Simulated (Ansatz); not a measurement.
`CB[O]` radical, relaxed with UKS PBE0-D4/def2-TZVP in the Gaussian-basis code of Ansatz from a PBE-D4/def2-SVP geometry. The force threshold is 0.005 eV/Å; the program also tests the step.

The species carries charge 0 and has multiplicity 2.

Start:

```xyz
7

C     0.221    0.664   -0.187
B    -0.313   -0.782    0.260
O    -1.310   -1.070    1.013
H    -0.400    1.469    0.247
H     0.203    0.718   -1.294
H     1.274    0.768    0.144
H     0.325   -1.767   -0.183
```

Task: By how much does the energy fall, and how many steps does the optimiser take? (Estimate.)

Result: Ansatz gave: 0.04 eV, in 6 steps.

Task: Which bonds change most? (Estimate.)

Result: Ansatz gave: B2–H7 from 1.254 to 1.219 Å; C1–B2 from 1.604 to 1.583 Å; C1–H4 from 1.105 to 1.089 Å; C1–H6 from 1.109 to 1.093 Å.

Task: Give the relaxed structure. (Best estimate.)

Result: Ansatz gave: 
```xyz
7

C     0.215    0.655   -0.182
B    -0.280   -0.789    0.236
O    -1.291   -1.038    0.997
H    -0.398    1.446    0.247
H     0.201    0.729   -1.273
H     1.252    0.777    0.139
H     0.302   -1.782   -0.164
```
